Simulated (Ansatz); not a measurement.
System: diamond-structure Si. Method: r²SCAN (Ansatz, a quantum-chemistry and plane-wave program, PAW).

Settings: plane-wave cutoff 500 eV, 12×12×1 k mesh (along the axes of the cell as run), gaussian smearing 0.02 eV, scalar-relativistic PAW data made under PBE.

Predict the surface energy of the (111) face.


surface energy of the (111) face: 1.77 J/m²

The slab of 12 atoms is relaxed and unreconstructed.

It cost about 6 core-minutes (a rough figure) of CPU time.
